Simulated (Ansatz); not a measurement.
Basis-set extrapolation for ClNa (PBE0-D4/def2-TZVP geometry, frozen core, Ansatz). Multiplicity 1, RHF reference. For Na the program correlates outer-core shells too, which these sets cover unevenly, so the extrapolated numbers aren't a true limit.

```csv
,def2-TZVPP,def2-QZVPP
HF,-621.439619,-621.459691
MP2 correlation,-0.363281,-0.410300
CCSD(T) correlation,-0.394747,-0.445866
```

Energies in hartree. Use E(X) = E(∞) + A·exp(−7.88·√X) for Hartree–Fock and E(X) = E(∞) + B·X^(−2.97) for correlation, with X = 3 and 4.

Task: What is the CCSD(T) energy at the basis-set limit?

Result: HF limit: -621.459691 + (-0.020072) × 0.13774 = -621.46246. Correlation limit: -0.445866 + (-0.051119) × 0.74074 = -0.48373. Total: -621.94619 hartree, 70.2 kcal/mol below CCSD(T)/def2-TZVPP.
